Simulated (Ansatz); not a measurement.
Mulliken charges of C2H4N2S (`C=NC(=N)S`) from B3LYP/def2-TZVPP in Ansatz (PBE0-D4/def2-TZVP geometry).

| atom | x (Å) | y (Å) | z (Å) | charge (e) |
| --- | --- | --- | --- | --- |
| C1 | 0.722 | 0.901 | -1.185 | -0.082 |
| N2 | 0.899 | -0.112 | -0.453 | -0.178 |
| C3 | -0.093 | -0.487 | 0.467 | 0.145 |
| N4 | -0.606 | -1.638 | 0.529 | -0.268 |
| S5 | -0.530 | 0.794 | 1.604 | -0.116 |
| H6 | -0.173 | 1.531 | -1.140 | 0.103 |
| H7 | 1.494 | 1.164 | -1.906 | 0.126 |
| H8 | -0.195 | -2.238 | -0.186 | 0.144 |
| H9 | -1.429 | 0.038 | 2.254 | 0.127 |

By hand: the dipole of these point charges (1 e Å = 4.8032 D).

Σ q r = (-0.048, 0.209, -0.180) e Å, of length 0.280 e Å = 1.34 D.

How does the dipole of the full density compare? (Estimate.)

Ansatz gave: (0.021, 0.363, -0.329) e Å, 2.36 D; the point charges give 0.57 times that, at 12° from its direction.

Point charges leave out the atoms' own dipoles, such as those of lone pairs, and Mulliken's split depends on the basis, so the two needn't agree.

B3LYP here is the variant with VWN-RPA as its local correlation; programs differ in this.
